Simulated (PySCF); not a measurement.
Molfile (atoms numbered from 1):
```
C5H7F
     RDKit          3D

 13 12  0  0  0  0  0  0  0  0999 V2000
    2.2359   -0.0818   -0.2188 C   0  0  0  0  0  0  0  0  0  0  0  0
    1.1918    0.3896    0.4580 C   0  0  0  0  0  0  0  0  0  0  0  0
   -0.0938   -0.3629    0.6477 C   0  0  0  0  0  0  0  0  0  0  0  0
   -0.0222   -1.5938    0.0452 F   0  0  0  0  0  0  0  0  0  0  0  0
   -1.2695    0.4103    0.1239 C   0  0  0  0  0  0  0  0  0  0  0  0
   -2.0879   -0.0294   -0.8285 C   0  0  0  0  0  0  0  0  0  0  0  0
    3.1472    0.5099   -0.3314 H   0  0  0  0  0  0  0  0  0  0  0  0
    2.2035   -1.0719   -0.6801 H   0  0  0  0  0  0  0  0  0  0  0  0
    1.2228    1.3832    0.9196 H   0  0  0  0  0  0  0  0  0  0  0  0
   -0.2424   -0.5369    1.7334 H   0  0  0  0  0  0  0  0  0  0  0  0
   -1.4197    1.3941    0.5830 H   0  0  0  0  0  0  0  0  0  0  0  0
   -2.9273    0.5765   -1.1774 H   0  0  0  0  0  0  0  0  0  0  0  0
   -1.9381   -1.0109   -1.2846 H   0  0  0  0  0  0  0  0  0  0  0  0
  1  2  2  0
  2  3  1  0
  3  4  1  0
  3  5  1  0
  5  6  2  0
  1  7  1  0
  1  8  1  0
  2  9  1  0
  3 10  1  0
  5 11  1  0
  6 12  1  0
  6 13  1  0
M  END
```

Geometry: PBE0-D3(BJ)/def2-SVP; GIAO absolute shieldings from PySCF 2.14, gas phase, non-relativistic, averaged over equivalent atoms.

At OPBE/pcSseg-1 (137 basis functions, 25 s wall time on 1 thread of an Arm Neoverse N1, shared host):
| atoms | σ (ppm) |
| --- | --- |
| C2/C5 | 49.7 |
| C1/C6 | 72.5 |
| C3 | 92.4 |
| F4 | 393.7 |
| H9/H11 | 25.23 |
| H8/H13 | 25.44 |
| H10 | 25.53 |
| H7/H12 | 25.77 |

Q: Estimate the result of repeating the calculation with KT2/pcSseg-1.

A: 
| atoms | σ at KT2/pcSseg-1 | change |
| --- | --- | --- |
| C2/C5 | 49.7 | +0.0 |
| C1/C6 | 74.1 | +1.6 |
| C3 | 89.4 | -3.0 |
| F4 | 393.6 | -0.1 |
| H9/H11 | 25.39 | +0.16 |
| H8/H13 | 25.59 | +0.15 |
| H10 | 25.51 | -0.02 |
| H7/H12 | 25.96 | +0.19 |

The largest change is at C3 (allylic sp3 CH bonded to F). Cost: 137 basis functions, 25 s wall time on 1 thread of an Arm Neoverse N1, shared host. The order of the carbon signals is the same at both levels.
